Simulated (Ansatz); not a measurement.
C3H7O can be A, `CC(C)[O]`•, or B, `[CH2]COC`•.

Calculated with Ansatz (gas phase, PBE0-D4/def2-TZVP geometries, no zero-point term in ΔE). CBS: MP2 limit from def2 TZ/QZ plus the TZ coupled-cluster correction, frozen cores. Functionals use def2-TZVPP. B3LYP here is the variant with VWN-RPA as its local correlation; programs differ in this. No spin–orbit coupling; open shells (•) take unrestricted orbitals. One conformer a species, not always the lowest.

A:

Z-matrix (Å, degrees):
```
C
C 1 1.525
H 1 1.091 2 110.4
H 1 1.092 2 111.0 3 121.0
H 1 1.093 2 109.8 3 -119.5
C 2 1.525 1 113.5 3 -178.5
O 2 1.361 1 112.9 3 51.4
H 2 1.114 1 107.6 3 -59.5
H 6 1.090 2 110.4 1 178.6
H 6 1.093 2 109.8 1 -61.9
H 6 1.092 2 111.0 1 57.6
```

B:

```xyz
11

C     1.879   -0.186    0.471
C     0.413   -0.058    0.514
O    -0.104   -0.010   -0.789
C    -1.495    0.140   -0.803
H     2.405   -0.028   -0.460
H     2.436   -0.354    1.382
H    -0.036   -0.900    1.075
H     0.116    0.855    1.069
H    -1.812    0.171   -1.846
H    -1.998   -0.701   -0.304
H    -1.806    1.071   -0.309
```

Question: Which isomer does CCSD(T)/CBS put lower? Give the gap. (Estimate.)

Answer: Computed: A, by 38.2 kJ/mol.

Question: Give E(B) − E(A) in kJ/mol with BLYP-D4, MP2/def2-TZVPP, PBE-D4, r2SCAN-D4, B3LYP-D4, LDA (SPW92), B2PLYP. (Estimate.)

Answer: The calculation gave: BLYP-D4 45.3, MP2/def2-TZVPP 23.1, PBE-D4 46.5, r2SCAN-D4 43.3, B3LYP-D4 44.6, LDA (SPW92) 39.4, B2PLYP 39.3. None reverses the order clearly.

Question: Does the order hold for the free energy at 298.15 K (harmonic terms from PBE0-D4)? (Best estimate.)

Answer: Computed: Yes: G(B) − G(A) = +31.9 kJ/mol, for one conformer each.

Largest T1 diagnostic: 0.017.

From BLYP to BHLYP (50 % exact exchange), in def2-TZVPP and without D4, E(B) − E(A) moves by +5.7 kJ/mol. Leaving LDA and LC-ωPBE aside and taking each functional with its dispersion term where it has one, the values, not all of them listed here, spread over 12.5 kJ/mol, from B2PLYP to B97M-V. LDA lies −6.4 kJ/mol from PBE without D4.
